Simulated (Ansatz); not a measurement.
# C2H6N2O: the cost of one run

Program: Ansatz 0.2.0. Level of theory: RKS r2SCANh-D4/6-31G*. These are calculated values, not measurements.

**1. Starting point**

Bond lengths: C1–N2 1.387 Å, N2–C3 1.333 Å, C3–N4 1.302 Å, C3–O5 1.363 Å, C1–H6 1.102 Å, C1–H7 1.105 Å, C1–H8 1.148 Å, N2–H9 1.022 Å, N4–H10 0.945 Å, O5–H11 0.933 Å. Angles: C1–N2–C3 122.1°, C1–N2–H9 113.2°, C3–N2–H9 115.8°, N2–C1–H6 113.3°, N2–C1–H7 114.3°, N2–C1–H8 111.0°, H6–C1–H7 108.1°, H6–C1–H8 104.7°, H7–C1–H8 104.7°, N2–C3–N4 132.1°, N2–C3–O5 111.3°, N4–C3–O5 116.3°, C3–N4–H10 114.9°, C3–O5–H11 111.6°.

Structure file:

```xyz
11

C    -1.1858    0.5061    0.9389
N    -0.4603   -0.5130    0.3410
C     0.5032   -0.2690   -0.5470
N     0.8421    0.8086   -1.1938
O     1.3351   -1.3396   -0.6819
H    -2.0480    0.1432    1.5222
H    -0.5869    1.1706    1.5878
H    -1.6408    1.2045    0.1490
H    -0.3020   -1.3108    0.9602
H     1.5901    0.7116   -1.7625
H     2.0187   -1.1692   -1.2933
```

**2. End point A**

Contents of input.yaml:

```yaml
crystal:
  periodic: [false, false, false]
  atoms:
    - { symbol: C, position_ang: [-1.1858, 0.5061, 0.9389] }
    - { symbol: "N", position_ang: [-0.4603, -0.513, 0.341] }
    - { symbol: C, position_ang: [0.5032, -0.269, -0.547] }
    - { symbol: "N", position_ang: [0.8421, 0.8086, -1.1938] }
    - { symbol: O, position_ang: [1.3351, -1.3396, -0.6819] }
    - { symbol: H, position_ang: [-2.048, 0.1432, 1.5222] }
    - { symbol: H, position_ang: [-0.5869, 1.1706, 1.5878] }
    - { symbol: H, position_ang: [-1.6408, 1.2045, 0.149] }
    - { symbol: H, position_ang: [-0.302, -1.3108, 0.9602] }
    - { symbol: H, position_ang: [1.5901, 0.7116, -1.7625] }
    - { symbol: H, position_ang: [2.0187, -1.1692, -1.2933] }
basis:
  gaussian: { orbitals: "6-31G*" }
hamiltonian:
  xc: r2scanh
  dispersion: d4
relax:
  f_tol: 0.02
  max_steps: 50
```

Command:

```console
> ansatz run input.yaml --threads 2 --pin off --max-ram 3072MiB --backend cpu --events-out ev --progress --plain --runs-dir out
```

Q: Estimate wall time and peak memory on 2 threads of AMD EPYC 7R43 (Zen 3), shared host.

About 21 s, with a peak of 0.21 GiB.
